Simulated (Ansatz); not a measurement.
# BClH2N radical: basis-set convergence

The task here is to estimate one member of a computed series from the others.

The runs use Ansatz 0.2.0, Gaussian basis; one geometry, several basis sets.

Levels to be run: PBE0-D4/def2-SVP; ωB97M-V/def2-SVP; PBE0-D4/def2-QZVPP; ωB97M-V/def2-QZVPP; the functionals' def2-TZVPP values are taken from earlier runs.

**The relaxed structure**

An earlier PBE0-D4 in a triple-zeta def2 set relaxation fixed the geometry.

SMILES `N[B]Cl`, 5 atoms, charge 0, spin multiplicity 2.

Atoms are counted from 1 here; the program's logs count them from 0.

Bond lengths: N1–B2 1.376 Å, N1–H4 1.005 Å, N1–H5 1.010 Å, B2–Cl3 1.746 Å. Angles: B2–N1–H4 122.3°, B2–N1–H5 123.4°, H4–N1–H5 114.3°, N1–B2–Cl3 124.3°.

Set-up of the first run:

The input, in.yaml:

```yaml
crystal:
  periodic: [false, false, false]
  atoms:
    - {symbol: N, position_ang: [-0.334040, 0.412115, -0.256741]}
    - {symbol: B, position_ang: [-0.098371, -0.544615, 0.704392]}
    - {symbol: Cl, position_ang: [1.343227, -1.526180, 0.784621]}
    - {symbol: H, position_ang: [-1.176690, 0.959925, -0.273105]}
    - {symbol: H, position_ang: [0.315774, 0.625056, -1.000568]}
basis:
  gaussian: {orbitals: def2-SVP}
magnetization: {spin_polarized: true, initial_magnetization: 1}
hamiltonian: {xc: pbe0, dispersion: d4}
output: {orbitals: {seedname: orbitals}}
```

Steps of the session up to this table: PBE0-D4 in def2-SVP; ωB97M-V in def2-SVP; PBE0-D4 in def2-QZVPP; ωB97M-V in def2-QZVPP.

One of the session's tables, all rows but one given; the rest of the session is left out.

It belongs to the step «Density functionals: the series». 

```
functional       basis  HOMO (eV)
   PBE0-D4    def2-SVP      -5.67
   PBE0-D4  def2-TZVPP          ?
   PBE0-D4  def2-QZVPP      -5.92
   ωB97M-V    def2-SVP      -7.46
   ωB97M-V  def2-TZVPP      -7.73
   ωB97M-V  def2-QZVPP      -7.77
```

Q: Estimate the row for PBE0-D4, def2-TZVPP from the others.

The run gave: HOMO (eV): -5.89. In the column «HOMO (eV)» it lies between PBE0-D4, def2-QZVPP (-5.92) and PBE0-D4, def2-SVP (-5.67).
